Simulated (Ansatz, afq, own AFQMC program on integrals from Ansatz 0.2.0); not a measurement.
Integrals from Ansatz 0.2.0, then the random walk in our own AFQMC program (afq).

```yaml
crystal:
  periodic: [false, false, false]
  atoms:
    - {symbol: Se, position_ang: [0.000000, 0.000000, 0.000000]}
    - {symbol: Li, position_ang: [0.000000, 0.000000, 2.560600]}
basis:
  gaussian: {orbitals: cc-pVDZ}
total_charge: 1
magnetization: {spin_polarized: true, initial_magnetization: 2}
correlation: {method: ccsd_t, electrons: outside_noble_gas, hamiltonian_folder: ham}
```

```sh
$ ansatz run in.yaml --threads 1 --pin off --events-out ev --progress --plain --max-ram 1843MiB
```

Options of the walk:

```
--method free --trial cid --walkers 20 --time-step 0.05 --max-blocks 30 --target-error 0.00058 --factor-cut 1e-05 --seed 1703 --times 0,2,5,8,12 --taylor-order 4
```

Times are imaginary, in 1/Eh. The walk had a cap of 90 s. Filled inner d shells are frozen with the cores.

```
orbitals 26  electrons 4 2  factors 180 of 459
reference energy -2407.06395371 Eh
CCSD correlation -0.08927045 Eh in 10 cycles, weight of the determinant in the CISD state 0.9476
repeat  energy at the last time / Eh  error
    10  -2407.155735  0.001158
    20  -2407.155506  0.000633
    30  -2407.155231  0.000469
time / (1/Eh)  energy / Eh  error  mean overlap
  0.00  -2407.153185  0.000042  1.0544
  2.00  -2407.154984  0.000136  1.0302
  5.00  -2407.154666  0.000166  1.0383
  8.00  -2407.154912  0.000234  0.9640
 12.00  -2407.155231  0.000469  0.8204
energy -2407.155231 +/- 0.000469 Eh
```

The run passed its tests (error under three times the target), which doesn't prove that it has relaxed.

Against this walk (error 12.8 meV) on the same determinant: CCSD(T) 20.7 meV higher (within the noise), CCSDT(Q) 10.4 meV higher (within the noise), full CI 9.9 meV higher (within the noise). The error is statistical, and a free projection of finite length keeps a remainder of its start.

A setting was made bad on purpose (projection too long), so the walk's energy isn't to be trusted. Here it did no visible harm: the energy meets the surest value within the noise.

Cautions: remainder of the start not in the error; no relativity below Rb; no spin-orbit coupling; inner d shell frozen; so few walkers bias the energy; the time-step error isn't removed.

CCSDT and higher add their correlation energy to the determinant of the CCSD(T) run, since their own runs factorise the integrals more tightly (a shift of under 2 meV). A walk keeps the symmetry of its determinant, which the program's search chose and which needn't be the lowest solution, so a lower state of the same spin and another symmetry isn't excluded.
